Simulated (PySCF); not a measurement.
## C6H6: full NMR table

| Property | Result |
| --- | --- |
| Formula | C6H6 |
| SMILES | c1ccccc1 |
| Point group of the computed structure | D6h |
| Degrees of unsaturation | 4 |
| Carbon signals | 1 |
| Proton signals | 1 |

Molfile (atoms numbered from 1):
```
C6H6
     RDKit          3D

 12 12  0  0  0  0  0  0  0  0999 V2000
   -0.7990    1.1426    0.0368 C   0  0  0  0  0  0  0  0  0  0  0  0
   -1.3887   -0.1181   -0.0533 C   0  0  0  0  0  0  0  0  0  0  0  0
   -0.5897   -1.2608   -0.0903 C   0  0  0  0  0  0  0  0  0  0  0  0
    0.7990   -1.1426   -0.0368 C   0  0  0  0  0  0  0  0  0  0  0  0
    1.3887    0.1181    0.0533 C   0  0  0  0  0  0  0  0  0  0  0  0
    0.5897    1.2608    0.0903 C   0  0  0  0  0  0  0  0  0  0  0  0
   -1.4250    2.0379    0.0655 H   0  0  0  0  0  0  0  0  0  0  0  0
   -2.4768   -0.2106   -0.0952 H   0  0  0  0  0  0  0  0  0  0  0  0
   -1.0519   -2.2485   -0.1610 H   0  0  0  0  0  0  0  0  0  0  0  0
    1.4250   -2.0379   -0.0655 H   0  0  0  0  0  0  0  0  0  0  0  0
    2.4768    0.2106    0.0952 H   0  0  0  0  0  0  0  0  0  0  0  0
    1.0519    2.2485    0.1610 H   0  0  0  0  0  0  0  0  0  0  0  0
  1  2  1  0
  2  3  2  0
  3  4  1  0
  4  5  2  0
  5  6  1  0
  6  1  2  0
  1  7  1  0
  2  8  1  0
  3  9  1  0
  4 10  1  0
  5 11  1  0
  6 12  1  0
M  END
```

Theoretical values (PySCF 2.14): HF/pcSseg-1 with gauge-including orbitals, PBE0-D3(BJ)/def2-SVP structure. Gas phase, non-relativistic Hamiltonian, one conformer, equivalent nuclei averaged.

Chemical shifts δ = σref − σ; TMS for ¹H (31.69 ppm), ¹³C (190.85 ppm), all at this level.

```tsv
carbon	δC, type	δH (multiplicity)	HMBC from (2–3 bonds)	span of the C tensor (ppm)
C1/C2/C3/C4/C5/C6	136.1, CH	7.54 (s)	H7/H8/H9/H10/H11/H12	251
```

1. Carbon types of the structure: 6 × CH, which accounts for all hydrogens.
2. δC 136.1: aromatic CH; the aromatic region.
3. δH 7.54: hydrogen on an aromatic CH; ring-current deshielding.

Shifts are as computed, not scaled to solution data. Of 246 compounds with measured shifts, 49 miss one by over three times the rms of a fit or turn the order of signals round; such compounds aren't used in these exercises.
